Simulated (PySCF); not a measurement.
alpha-epichlorohydrin, C₃H₅ClO.
Structure used (PBE0-D3(BJ)/def2-TZVP), in Å, numbered top down from 1:
```
atom  x, y, z in Å
Cl1    2.3906    0.4415    0.3649
C2     1.0374   -0.1855   -0.6101
C3    -0.2430    0.4633   -0.1915
C4    -1.1155   -0.1694    0.7869
O5    -1.4158   -0.2183   -0.6008
H6     0.9872   -1.2636   -0.4642
H7     1.2679    0.0275   -1.6535
H8    -0.2777    1.5455   -0.2995
H9    -1.7846    0.4430    1.3847
H10   -0.8145   -1.1147    1.2316
```

Level of theory: TDDFT CAM-B3LYP/aug-cc-pVTZ, vertical, gas phase, core orbitals frozen in the response in PySCF. Geometry: PBE0-D3(BJ)/def2-TZVP, one conformer, isolated molecule.

Frontier orbitals with the atoms that hold most of them (Löwdin shares over 4%, at most four atoms; ? is withheld):

```
orbital  ε (eV)                            atoms
 HOMO-3  -10.70  O5 27%, C4 23%, C3 22%, Cl1 11%
 HOMO-2  -10.36   Cl1 60%, O5 14%, C2 12%, C4 5%
 HOMO-1  -10.08                  Cl1 65%, C2 19%
   HOMO   -9.70                                ?
   LUMO    0.30                                ?
 LUMO+1    0.54   H7 28%, H9 24%, H6 12%, C4 10%
 LUMO+2    0.57  H8 25%, H10 19%, C4 13%, C3 11%
```

**Question.** Which atoms hold the LUMO, and with what shares?

**Answer.** H9 (bonded to C) 23%; H10 (bonded to C) 19%; H8 (bonded to C) 17%; H7 (bonded to C) 17%.

**Question.** Give the leading atoms of the HOMO.

**Answer.** O5 (bonded to 2 C) 50%; Cl1 (bonded to C) 16%; C3 (bonded to 2 C, O and H) 11%; C4 (bonded to C, O and 2 H) 9%. By element: oxygen 50%, carbon 20% or more, chlorine 16%.

**Question.** The HOMO–LUMO gap is 10.00 eV. Where does the response calculation put the lowest singlet, and from which orbitals?

**Answer.** S1 is at 7.26 eV (f = 0.0096), 2.74 eV below the gap, made of HOMO→LUMO+3 (37%), HOMO→LUMO (11%). Without the coupling terms of the response equations the lowest excitation would equal the gap.

Next come S2 at 7.34 eV (f 0.0058), HOMO-1→LUMO+3 (42%), HOMO-1→LUMO+6 (15%); S3 at 7.51 eV (f 0.016), HOMO→LUMO (56%), HOMO-2→LUMO+3 (21%); S4 at 7.73 eV (f 0.020), HOMO→LUMO+3 (19%), HOMO-1→LUMO (14%), HOMO→LUMO (13%); S5 at 7.77 eV (f 0.029), HOMO-1→LUMO (50%), HOMO-1→LUMO+3 (10%).
